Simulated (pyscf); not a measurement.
HO–Ge(F)(F)–F + H atom (H•) -> F–Ge•(F)–F + water (H₂O) (substitution at O; doublet surface; Ge–O broken, H–O formed). PySCF, gas phase, ωB97X-D3(BJ)/def2-SVP geometries. Energies in eV from the separated reactants.

```tsv
level	barrier	reaction energy
ωB97X-D3(BJ)/def2-TZVP	0.87	-0.52
PBE/def2-TZVP	0.25	-0.80
r²SCAN/def2-TZVP	0.42	-0.65
PBE0-D3(BJ)/def2-TZVP	0.58	-0.62
M06-2X/def2-TZVP	0.86	-0.45
HF/def2-TZVP	1.68	-0.25
```

The functionals in the table span 0.62 eV in this barrier, from PBE to ωB97X-D3(BJ). On the product side the descent ends in a complex (not fully relaxed), 0.33 eV under the separated species and 1.72 eV under the saddle at ωB97X-D3(BJ)/def2-TZVP. One saddle was located; it need not be the lowest between these sides. The angle at the attacked O is 148°. Elements up to Kr have no core potential and no relativistic terms here.
